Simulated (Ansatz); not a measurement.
# doublet CP: levels of theory in one basis

```xyz
2

C     0.0000    0.0000    0.0000
P     0.0000    0.0000    1.4839
```

Basis set: def2-SVP (spherical functions). Correlated methods keep 6 orbitals frozen. Correlation on ROHF uses semicanonical orbitals with singles. Charge 0, multiplicity 2.

Computed with Ansatz (development build ahead of 0.2.0); each method stands on the lowest determinant of its kind that the runs found.

```
      method  E − E(ROHF) (eV)  <S²> of the determinant
        ROHF              0.00                        –
         UHF             -0.58                     1.38
    ROHF-MP2             -5.90                        –
ROHF-CCSD(T)             -6.80                        –
 UHF-CCSD(T)             -6.76                     1.38
```

Question: What does UHF-MP2 give on the same scale?

Answer: -5.21 eV.

Question: Is a single determinant a sound starting point here?

Answer: It is doubtful. Unrestricted orbitals lower Hartree–Fock by 0.58 eV and <S²> is 1.38 where a pure state has 0.75, a sign of strong static correlation.

Caution for UHF, UHF-MP2, UHF-CCSD(T): the unrestricted determinant is spin contaminated.
